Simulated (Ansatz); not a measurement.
Geometry optimisation, RKS r2SCAN/def2-SVP (Ansatz).

The input (input.yaml):

```yaml
crystal:
  periodic: [false, false, false]
  atoms:
    - { symbol: "N", position_ang: [-0.1886, -1.3874, 1.0449] }
    - { symbol: C, position_ang: [0.0554, -0.7903, -0.1986] }
    - { symbol: C, position_ang: [0.1012, 0.5081, -0.5697] }
    - { symbol: S, position_ang: [-0.0242, 1.794, 0.5966] }
    - { symbol: S, position_ang: [0.4782, 0.9267, -2.2214] }
    - { symbol: H, position_ang: [-0.6707, -2.2461, 0.9593] }
    - { symbol: H, position_ang: [-0.7551, -0.7173, 1.6312] }
    - { symbol: H, position_ang: [0.2803, -1.546, -0.9487] }
    - { symbol: H, position_ang: [0.3543, 1.1419, 1.7214] }
    - { symbol: H, position_ang: [0.4522, 2.2652, -2.012] }
basis:
  gaussian: { orbitals: def2-SVP }
hamiltonian:
  xc: r2scan
relax:
  f_tol: 0.015
  max_steps: 40
```

Launched with:

```bash
$ ansatz run input.yaml --threads 2 --pin off --max-ram 3072MiB --backend cpu --events-out ev --progress --plain --runs-dir out
```

**Question.** Where does it end, and by what steps?

**Answer.** The forces met the threshold. The force dipped under the threshold on the way, but the program's further checks kept it going. After 15 steps the energy has fallen by 0.463 eV; H10 moved furthest, 0.98 Å.

```tsv
step	energy less start (eV)	largest force component (eV/Å)	accepted
0	0.0000	3.196	yes
1	-0.1965	0.987	yes
2	-0.2557	0.774	yes
3	-0.3547	0.324	yes
4	-0.4050	0.333	yes
5	-0.4081	0.885	yes
6	-0.4456	0.451	yes
7	-0.4259	0.438	no
8	-0.4553	0.342	yes
9	-0.4562	0.137	yes
10	-0.4589	0.148	yes
11	-0.4614	0.101	yes
12	-0.4620	0.038	yes
13	-0.4624	0.014	yes
14	-0.4625	0.051	yes
15	-0.4626	0.012	yes
```

```xyz
10
Properties=species:S:1:pos:R:3
N -0.255 -1.447 0.938
C -0.051 -0.813 -0.246
C -0.108 0.535 -0.458
S -0.617 1.603 0.877
S 0.111 1.168 -2.098
H -0.477 -2.434 0.931
H -0.650 -0.886 1.690
H 0.213 -1.462 -1.090
H 0.613 1.891 1.379
H 1.304 1.793 -1.920
```

Time of the run: 50 s on 2 threads of Arm Neoverse V2, on a shared host, peak memory 0.16 GiB.
